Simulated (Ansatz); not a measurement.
Geometry optimisation, Ansatz, RKS B3LYP/6-31G*.

input.yaml

```yaml
crystal:
  periodic: [false, false, false]
  atoms:
    - { symbol: Al, position_ang: [0.030399, -0.211069, 0.159254] }
    - { symbol: "N", position_ang: [0.068366, -0.132105, 2.025274] }
    - { symbol: H, position_ang: [-0.743601, -0.322253, 2.599772] }
    - { symbol: H, position_ang: [0.905973, -0.128132, 2.590347] }
    - { symbol: C, position_ang: [1.69848, -0.048763, -0.857411] }
    - { symbol: H, position_ang: [2.012307, -1.020032, -1.263048] }
    - { symbol: H, position_ang: [1.580637, 0.624139, -1.715771] }
    - { symbol: H, position_ang: [2.526653, 0.33075, -0.247914] }
    - { symbol: H, position_ang: [-1.410512, -0.397301, -0.480155] }
    - { symbol: H, position_ang: [-0.376038, 2.465459, 0.722828] }
    - { symbol: H, position_ang: [-0.272164, 1.962408, 1.217424] }
basis:
  gaussian: { orbitals: "6-31G*" }
hamiltonian:
  xc: b3lyp
relax:
  f_tol: 0.03
  max_steps: 50
output:
  orbitals: {}
```

Launched with:

```bash
$ ansatz run input.yaml --threads 1 --pin off --max-ram 2048MiB --backend cpu --events-out ev --progress --plain --runs-dir out
```

**Question.** Where does it end, and by what steps?

**Answer.** It converged. The force dipped under the threshold on the way, but the program's further checks kept it going. After 21 steps the energy has fallen by 0.263 eV; H10 moved furthest, 1.57 Å.

```
step  energy less start (eV)  largest force component (eV/Å)  accepted
   0                  0.0000                           1.513       yes
   1                 -0.1570                           0.822       yes
   2                 -0.2102                           0.231       yes
   3                 -0.2310                           0.099       yes
   4                 -0.2292                           0.317        no
   5                 -0.2339                           0.035       yes
   6                 -0.2382                           0.056       yes
   7                 -0.2431                           0.089       yes
   8                 -0.2469                           0.205       yes
   9                 -0.2491                           0.268       yes
  10                 -0.2523                           0.317       yes
  11                 -0.2517                           0.395        no
  12                 -0.2565                           0.115       yes
  13                 -0.2587                           0.057       yes
  14                 -0.2606                           0.131       yes
  15                 -0.2610                           0.232       yes
  16                 -0.2618                           0.077       yes
  17                 -0.2621                           0.025       yes
  18                 -0.2625                           0.025       yes
  19                 -0.2627                           0.038       yes
  20                 -0.2629                           0.063       yes
  21                 -0.2630                           0.014       yes
```

```xyz
11
Properties=species:S:1:pos:R:3
Al 0.145 -0.597 0.024
N 0.033 -0.011 1.709
H -0.794 -0.092 2.289
H 0.791 0.400 2.240
C 1.822 -0.410 -0.981
H 2.171 -1.382 -1.354
H 1.682 0.229 -1.864
H 2.633 0.025 -0.386
H -1.181 -1.242 -0.571
H -0.705 3.463 1.884
H -0.578 2.740 1.760
```

Whether the end is a true minimum wasn't checked by a vibrational analysis.

The run took 64 s on 1 thread of Arm Neoverse V1, with other jobs on the host, peak memory 0.14 GiB.
